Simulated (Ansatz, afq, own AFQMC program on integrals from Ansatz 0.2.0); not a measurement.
## SiC, triplet: AFQMC among the cluster methods

```json
{"atom": "Si", "x (Å)": "0.0000", "y (Å)": "0.0000", "z (Å)": "0.0000"}
{"atom": "C", "x (Å)": "0.0000", "y (Å)": "0.0000", "z (Å)": "1.7100"}
```

Basis 6-31G. Only valence electrons are correlated. AFQMC by an in-house program on the Cholesky factors that Ansatz 0.2.0 writes for its CCSD(T) run. The CISD trial takes its coefficients from CCSD amplitudes. Released means that phaseless walkers are propagated on without the constraint, phases kept. Error bars are statistical, one sigma.

Determinant: ROHF, the one that the program's search chose, which needn't be the lowest solution. The geometry is a point of a scan.

Full CI on the same integrals is exact in this basis and with this determinant's frozen core.

Cautions: lower spins were not checked; a spin-contaminated unrestricted determinant lies lower (UHF 703 meV lower, ⟨S²⟩ 2.55); strong correlation (T1 0.060, weight of the determinant 0.83, largest double 0.17); the released energies are still falling, so no released level is given (meV from the phaseless value at times in 1/Eh: -7 ± 4 at 0.24, -16 ± 4 at 0.51, -23 ± 3 at 0.99, -35 ± 3 at 1.62, -40.5 ± 2.4 at 2.40).

* T1 diagnostic: 0.0597
* weight of the determinant in the CISD state: 0.831
* size of the correlated space: 8 electrons in 16 orbitals

Reference: full CI, correlation energy -3.841 eV.

```tsv
level	E − E(reference) (kJ/mol)	share of correlation (%)
HF	370.6	0.00
MP2	87.2	76.47
CCSD	19.7	94.68
CCSD(T)	5.9	98.41
CCSDT	3.0	99.19
CCSDT(Q)	0.5	99.85
CCSDTQ	0.3	99.91
ph-AFQMC/HF	17.5 ± 2.2	95.27
ph-AFQMC/CISD	4.6 ± 0.4	98.77
```

CCSDT and higher add their correlation energy to the determinant of the CCSD(T) run, since their own runs factorise the integrals more tightly (a shift of under 2 meV). A walk keeps the symmetry of its determinant, which the program's search chose and which needn't be the lowest solution, so a lower state of the same spin and another symmetry isn't excluded.
